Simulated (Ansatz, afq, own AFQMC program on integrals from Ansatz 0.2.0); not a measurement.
Integrals from Ansatz 0.2.0, then the random walk in our own AFQMC program (afq).

```yaml
crystal:
  periodic: [false, false, false]
  atoms:
    - {symbol: Ge, position_ang: [0.000000, 0.044402, 0.330415]}
    - {symbol: N, position_ang: [0.000000, -0.159538, -1.505832]}
    - {symbol: H, position_ang: [0.000001, -1.318371, 1.090661]}
    - {symbol: H, position_ang: [0.825986, 0.167726, -1.988690]}
    - {symbol: H, position_ang: [-0.825986, 0.167724, -1.988690]}
basis:
  gaussian: {orbitals: cc-pVDZ}
magnetization: {spin_polarized: false, initial_magnetization: 2}
correlation: {method: ccsd_t, electrons: outside_noble_gas, hamiltonian_folder: ham}
```

```sh
$ ansatz run in.yaml --threads 1 --pin off --events-out ev --progress --plain --max-ram 1382MiB
```

Options of the walk:

```
--method phaseless --trial cisd --walkers 60 --populations 1 --least-time 40 --time-step 0.005 --steps-per-block 50 --equilibration-blocks 28 --max-blocks 300 --target-error 0.00042 --factor-cut 1e-05 --start spin_pure --seed 1512 --release-times 0.24,0.51,0.99,1.62,2.4 --release-step 0.03 --release-every 4 --taylor-order 6
```

Times are imaginary, in 1/Eh. The walk had a cap of 1833 s. Filled inner d shells are frozen with the cores.

afq prints:

```
orbitals 41  electrons 7 5  factors 336 of 595
reference energy -2131.47122958 Eh
CCSD correlation -0.26915132 Eh in 13 cycles, weight of the determinant in the CISD state 0.8768
energy of the start -2131.740379 Eh
 block  time / (1/Eh)  mean weight  energy / Eh
     1     0.250  1.0008  -2131.737049
     2     0.500  1.0014  -2131.736719
     3     0.750  1.0009  -2131.738605
     4     1.000  0.9972  -2131.744533
     5     1.250  1.0026  -2131.751726
    10     2.500  1.0009  -2131.744629
    37     9.250  0.9990  -2131.748535
    67    16.750  1.0004  -2131.757155
    97    24.250  0.9982  -2131.760551
   127    31.750  0.9996  -2131.752374
   133    33.250  1.0033  -2131.761034
   157    39.250  1.0016  -2131.750026
   187    46.750  0.9993  -2131.753074
   217    54.250  0.9983  -2131.752757
   247    61.750  0.9993  -2131.757928
   271    67.750  0.9978  -2131.741705
   277    69.250  1.0007  -2131.751952
blocks merged  error / Eh  count
     1  0.000301  250
     2  0.000355  125
     4  0.000411  62
     8  0.000394  31
    16  0.000383  15
released: time / (1/Eh)  energy / Eh  error  mean overlap
  0.24  -2131.748781  0.000497  0.9945
  0.51  -2131.749511  0.000524  0.9877
  0.99  -2131.748717  0.000611  0.9930
  1.62  -2131.748694  0.000712  1.0100
  2.40  -2131.749870  0.000953  0.9958
energy -2131.748192 +/- 0.000411 Eh
(rows thinned)
```

The run passed its tests (sampling time, drift between the halves within three errors, error under three times the target), which doesn't prove that it has relaxed.

Against this walk (error 11.2 meV) on the same determinant: CCSD(T) 10.0 meV higher (within the noise), CCSDT(Q) 28.9 meV lower. The error is statistical and leaves out the bias of the constraint. Released to 1.62 1/Eh the energy moves by -14 ± 22 meV (both errors), within twice the noise.

Cautions: constraint bias not in the error; no relativity below Rb; no spin-orbit coupling; inner d shell frozen; lower spins were not checked.

The walk took 5.9 min on 1 thread of Intel(R) Xeon(R) 6975P-C (Granite Rapids) (shared host). The log's last line is the phaseless energy.

CCSDT and higher add their correlation energy to the determinant of the CCSD(T) run, since their own runs factorise the integrals more tightly (a shift of under 2 meV). A walk keeps the symmetry of its determinant, which the program's search chose and which needn't be the lowest solution, so a lower state of the same spin and another symmetry isn't excluded.
